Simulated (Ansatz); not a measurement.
System: 1T (CdI2-type) SnS2. Method: HSE06-D3(BJ) in Ansatz (PAW).

Rigid layers of the crystal as relaxed at this level are moved apart or together:

| run | k mesh | layer repeat (Å) | energy against free layers (meV/Å²) | gap on the mesh (eV) |
|---|---|---|---|---|
| 1 | 12×12×6 | 5.7 | -28.57 | 2.184 |
| 2 | 12×12×6 | 5.9 | -28.09 | 2.424 |
| 3 | 12×12×6 | 6.3 | -24.10 | 2.484 |
| 4 | 12×12×6 | 6.9 | -16.60 | 2.514 |
| 5 | 12×12×4 | 8.9 | -4.11 | 2.543 |

The lowest energy of these points lies at a layer repeat of 5.70 Å.

Spin–orbit coupling is not included.

Ansatz is a program for electronic structure.
